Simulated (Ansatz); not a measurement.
## Relative stability

Two relaxed structures of C2H4N (charge -1), singlet (PBE0-D4/def2-TZVPD; forces vanish, vibrations not checked).

A:

```
atom    x (Å)    y (Å)    z (Å)
  C1  -0.9153   0.3102  -0.4581
  C2   0.2815   0.0317   0.1682
  N3   0.9116  -1.1348   0.2785
  H4  -1.4909  -0.4671  -0.9555
  H5  -1.3052   1.3228  -0.4638
  H6   0.7474   0.9275   0.6283
  H7   1.7709  -0.9902   0.8023
```

B:

```json
{"atom": "C1", "x (Å)": "-0.9783", "y (Å)": "0.2383", "z (Å)": "-0.1878"}
{"atom": "C2", "x (Å)": "0.5060", "y (Å)": "-0.0138", "z (Å)": "0.1400"}
{"atom": "N3", "x (Å)": "1.2034", "y (Å)": "-0.9663", "z (Å)": "-0.2108"}
{"atom": "H4", "x (Å)": "-1.3652", "y (Å)": "-0.5782", "z (Å)": "-0.8072"}
{"atom": "H5", "x (Å)": "-1.1018", "y (Å)": "1.1940", "z (Å)": "-0.7219"}
{"atom": "H6", "x (Å)": "0.8693", "y (Å)": "0.8706", "z (Å)": "0.7929"}
{"atom": "H7", "x (Å)": "-1.5738", "y (Å)": "0.3115", "z (Å)": "0.7362"}
```

Ansatz 0.2.0; basis: def2-TZVPPD; cores frozen in the correlated methods. B3LYP uses VWN-RPA correlation.

Q: Which structure is lower at CCSD(T), and by how much? (Judge from chemistry; the value comes from the calculation.)

A: The calculation gives: A, by 9.54 kcal/mol (electronic energy, against the other). By their contacts, A is C₂H₄N ([CH2][CH][NH]), total charge -1 and B is C₂H₄N ([CH3][CH][N]), total charge -1.

All methods give the same order:

| method | E(B) − E(A) (kcal/mol) |
| --- | --- |
| PBE-D4 | 9.98 |
| r2SCAN-D4 | 11.50 |
| PBE0-D4 | 11.90 |
| B3LYP-D4 | 10.41 |
| wB97M-V | 11.10 |
| HF | 10.00 |
| MP2 | 11.72 |
| CCSD | 9.78 |
| CCSD(T) | 9.54 |

T1 diagnostic: at most 0.025.

Labels in which every atom is bracketed show which atoms are joined, not bond orders.

For scale, one of the runs: CCSD(T)/def2-TZVPPD, 179 basis functions, launched by `ansatz run in.yaml --threads 2 --pin off --events-out ev --progress --plain --max-ram 4352MiB`. Hardware: 2 CPU threads of an Arm Neoverse V1, shared host. Wall time 33 s; peak host memory 1.8 GiB.
